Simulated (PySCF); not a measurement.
**Gas-phase XPS of methylidynephosphane, computed**

Species: methylidynephosphane, CHP.
Atom-mapped SMILES: `[CH:1]#[P:2]`

Geometry (GFN2-xTB, Å), atoms numbered from 1 in this order:
```
atom  x, y, z in Å
C1    -0.159    0.084   -0.003
P2     1.382   -0.049   -0.011
H3    -1.211    0.175    0.002
```

Computed, not measured: PySCF 2.14.0, delta-SCF UKS SCAN, pcX-2 on the ionised atom, pcseg-1 elsewhere, spin-free X2C. Each binding energy is the total energy of the core-ionised species, with the hole localised on one atom, minus that of the ground state; both are solved self-consistently, so orbital relaxation is included.

Task: List the computed XPS lines with their assignment.

Result: 
| atom(s) | environment | level | binding energy (eV) | 2p1/2 (eV) | count |
| --- | --- | --- | --- | --- | --- |
| P2 | phosphorus bonded to C | P 1s | 2150.81 | – | 1 |
| C1 | triply bonded carbon | C 1s | 291.05 | – | 1 |
| P2 | phosphorus bonded to C | P 2p3/2 | 137.28 | 138.17 | 1 |

Task: Which photon energy gives electrons from P 2p3/2 of P2 a kinetic energy of 150 eV, and what is their de Broglie wavelength?

Result: hν = 137.28 + 150 = 287.28 eV, recoil neglected; λ = 12.264 Å/√(E/eV) = 1.00 Å.

Spin contamination (⟨S²⟩ against 0.75 for a pure doublet) is marked for C 1s of C1 (0.99), which makes this value less certain. The 2p values add to the ΔSCF energy of one spin-free hole a correction within the shell (spin–orbit coupling, ligand field). 2p1/2 minus 2p3/2 (ligand field included): P 0.89 eV. Isolated species at its GFN2-xTB geometry, gas phase.
